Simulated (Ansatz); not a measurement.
Calculated with Ansatz (gas phase, PBE0-D4/def2-TZVP geometries, no zero-point term in ΔE). CCSD(T)/CBS adds triple-zeta CCSD(T) − MP2 to the extrapolated MP2 energy (def2 sets, frozen cores). DFT in def2-TZVPP. Each species was taken in one conformer, which may not be the lowest.

Consider the isomerisation: `C=C=C(N)F` → `C=NC(=C)F`.

```json
{"level": "RPA@PBE/def2-TZVPP", "ΔE (kcal/mol)": "-16.7"}
{"level": "MP2/def2-QZVPP", "ΔE (kcal/mol)": "-14.7"}
```

(1) What does CCSD(T)/CBS give? (Best estimate.)

Largest T1 diagnostic among the species: 0.013.

Answers

(1) The calculation gave: -15.1 kcal/mol. The listed levels differ from it by -1.6, 0.4 kcal/mol.

From BLYP to BHLYP (50 % exact exchange), in def2-TZVPP and without D4, ΔE moves by −1.1 kcal/mol. Leaving LDA and LC-ωPBE aside and taking each functional with its dispersion term where it has one, the values, not all of them listed here, spread over 2.1 kcal/mol, from BHLYP-D4 to PBE-D4. LDA lies +1.5 kcal/mol from PBE without D4. At CCSD(T), def2-SVP lies −3.5 kcal/mol from the extrapolated value and def2-TZVPP −0.7 kcal/mol.
